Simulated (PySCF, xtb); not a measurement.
butadiene (C₄H₆), SMILES C=CC=C. The values are those of a single conformer.

Harmonic wavenumbers (cm⁻¹) from GFN2-xTB in xtb at its own minimum, in rising order: 145, 297, 502, 507, 741, 886, 889, 913, 974, 989, 1040, 1198, 1264, 1293, 1398, 1425, 1664, 1674, 3051, 3061, 3098, 3099, 3128, 3129.

**Question.** What does r2SCAN-D4/def2-SVP (PySCF 2.14.0) give at its own minimum? (Estimate from the structure and the level; the computed values follow.)

**Answer.** 181, 294, 515, 536, 781, 903, 910, 913, 984, 993, 1057, 1223, 1295, 1296, 1387, 1446, 1653, 1710, 3131, 3138, 3143, 3145, 3247, 3247. Paired by order, the mean absolute difference is 34 cm⁻¹ and the zero-point energies are 52.0 and 53.1 kcal/mol.
